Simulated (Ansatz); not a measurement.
# CCl3F (trichlorofluoromethane) at r2SCAN/6-31G(d) (spherical functions)

Aim: the energy change on altering one bond length of CCl3F (trichlorofluoromethane) at r2SCAN/6-31G* (spherical functions), from 2 runs. 

Program for the calculation: Ansatz 0.2.0.

51 further runs of the same task are left out: 2 that didn't finish, 49 set aside as unsound or not needed. Runs told in other sessions of the task aren't counted.

## (1) The system as given

CCl3F has 5 atoms, charge 0, and is taken as a singlet. As SMILES, `FC(Cl)(Cl)Cl`. Geometry: relaxed at PBE0-D4/def2-TZVP.

Bond lengths: F1–C2 1.333 Å, C2–Cl3 1.760 Å, C2–Cl4 1.760 Å, C2–Cl5 1.760 Å. Angles: F1–C2–Cl3 108.5°, F1–C2–Cl4 108.5°, F1–C2–Cl5 108.5°, Cl3–C2–Cl4 110.4°, Cl3–C2–Cl5 110.4°, Cl4–C2–Cl5 110.4°.

## (2) The energy at r2SCAN/6-31G(d) (spherical functions)

in.yaml

```yaml
crystal:
  periodic: [false, false, false]
  atoms:
    - {symbol: F, position_ang: [0.911880, -0.820730, 0.677360]}
    - {symbol: C, position_ang: [0.044670, -0.040210, 0.033190]}
    - {symbol: Cl, position_ang: [-1.384510, 0.157610, 1.040990]}
    - {symbol: Cl, position_ang: [-0.379970, -0.814480, -1.489160]}
    - {symbol: Cl, position_ang: [0.807920, 1.517810, -0.262390]}
basis:
  gaussian: {orbitals: 6-31G_st_-spherical.json}
hamiltonian: {xc: r2scan}
accuracy: high
output: {orbitals: {seedname: orbitals}}
```

The basis set 6-31G* is read from a file made from the Basis Set Exchange's data (not shown).

On the command line:

```sh
$ ansatz run in.yaml --threads 1 --pin off --max-ram 3480MiB --events-out events.jsonl --progress --plain --runs-dir runs
```

Output:

```text
Warning: RAYON_NUM_THREADS=1 ignored (pool sized by the plan → 1); use --threads N
Functional definition: r2SCAN
  name "r2SCAN"
  parameter k0 = 0.174
  parameter k1 = 0.065
  parameter a1 = 4.9479
  exchange = r2scan_x(k0 = k0, k1 = k1, a1 = a1)
  correlation = r2scan_c
1786 factors; integrals over basis functions are off by at most 3.3e-9 eV
mean field evaluation 1: about -41314.6590 eV, gradient 2.1e1 eV
mean field evaluation 2: about -41313.2492 eV, gradient 3.6e1 eV
mean field evaluation 4: about -41315.3629 eV, gradient 1.0e0 eV
mean field evaluation 8: about -41315.3533 eV, gradient 1.7e-2 eV
mean field evaluation 16: about -41315.3533 eV, gradient 8.5e-7 eV
mean field -41315.35332189 eV, -1518.3112300273 hartree, gradient 5.0e-8 eV, S^2 0.000000; 0 other end points of the search recorded, 0 dependent functions left out
reference -41315.35332238 eV, -1518.3112300450 hartree; 33, 33 occupied and 49, 49 virtual orbitals, 1786 factors
Total energy: -41315.35332238 eV, -1518.3112300450 hartree
```

Run time: 15 s. Hardware: 1 thread of Arm Neoverse V2, shared host; peak memory 0.25 GiB.

## (3) The distorted shape

molecule.yaml

```yaml
crystal:
  periodic: [false, false, false]
  atoms:
    - {symbol: F, position_ang: [1.041987, -0.937831, 0.774004]}
    - {symbol: C, position_ang: [0.044670, -0.040210, 0.033190]}
    - {symbol: Cl, position_ang: [-1.384510, 0.157610, 1.040990]}
    - {symbol: Cl, position_ang: [-0.379970, -0.814480, -1.489160]}
    - {symbol: Cl, position_ang: [0.807920, 1.517810, -0.262390]}
basis:
  gaussian: {orbitals: 6-31G_st_-spherical.json}
hamiltonian: {xc: r2scan}
accuracy: high
output: {orbitals: {seedname: orbitals}}
```

The basis set 6-31G* is read from a file made from the Basis Set Exchange's data (not shown).

On the command line:

```sh
$ ansatz run molecule.yaml --threads 1 --pin off --max-ram 3480MiB --events-out events.jsonl --progress --plain --runs-dir runs
```

Output, shortened:

```text
Warning: RAYON_NUM_THREADS=1 ignored (pool sized by the plan → 1); use --threads N
[... 7 set-up lines as earlier in the session ...]
1770 factors; integrals over basis functions are off by at most 3.7e-9 eV
mean field evaluation 1: about -41313.8160 eV, gradient 2.6e1 eV
mean field evaluation 2: about -41308.7478 eV, gradient 6.1e1 eV
mean field evaluation 4: about -41314.8996 eV, gradient 9.5e-1 eV
mean field evaluation 8: about -41314.8928 eV, gradient 4.2e-2 eV
mean field evaluation 16: about -41314.8928 eV, gradient 1.8e-6 eV
mean field -41314.89278237 eV, -1518.2943055121 hartree, gradient 2.8e-8 eV, S^2 0.000000; 0 other end points of the search recorded, 0 dependent functions left out
reference -41314.89278286 eV, -1518.2943055299 hartree; 33, 33 occupied and 49, 49 virtual orbitals, 1770 factors
Total energy: -41314.89278286 eV, -1518.2943055299 hartree
```

Run time: 16 s. Hardware: 1 thread of Arm Neoverse V2, shared host; peak memory 0.25 GiB.

## (4) Outcome

Level: r2SCAN/6-31G* (spherical functions).

```
                                                         quantity           value
                                        first shape: total energy  -1518.31123 Eh
                                         first shape: HOMO energy        -8.03 eV
                                         first shape: LUMO energy        -2.14 eV
                                       first shape: HOMO–LUMO gap         5.89 eV
                                    distorted shape: total energy  -1518.29431 Eh
                                     distorted shape: HOMO energy        -8.20 eV
                                     distorted shape: LUMO energy        -2.42 eV
                                   distorted shape: HOMO–LUMO gap         5.78 eV
energy change with the F1–C2 bond stretched from 1.333 to 1.533 Å        0.461 eV
```

With the F1–C2 bond stretched from 1.333 to 1.533 Å the energy rises by 0.46 eV (10.6 kcal/mol). The first shape isn't relaxed at this level, so the change isn't measured from a minimum.
